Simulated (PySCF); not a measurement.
**BCl at RHF**

Computed with RHF; basis B cc-pVDZ, Cl cc-pV(D+d)Z; no relativity; PySCF 2.14.

- state: ¹Σ⁺ (singlet), closed shell
- bond length: 1.732 Å
- harmonic wavenumber: 859 cm⁻¹
- force constant: 3.64 mdyn/Å
- rotational constant Be: 0.6713 cm⁻¹
- anharmonicity ωexe: 5.67 cm⁻¹
- vibration–rotation constant αe: 0.00645 cm⁻¹
- well depth De to B + Cl: 3.73 eV
- dissociation energy D0: 3.68 eV
- HOMO–LUMO gap: 12.25 eV
- bond order (Mayer): 1.36
- dipole moment (positive dipole means B(−)Cl(+)): 1.24 D

Where the molecule has an RHF reference, its open-shell atoms are computed with UHF. Hartree–Fock leaves out correlation, which carries a large part of most bond energies and some tenths to 1 eV of ionisation energies.
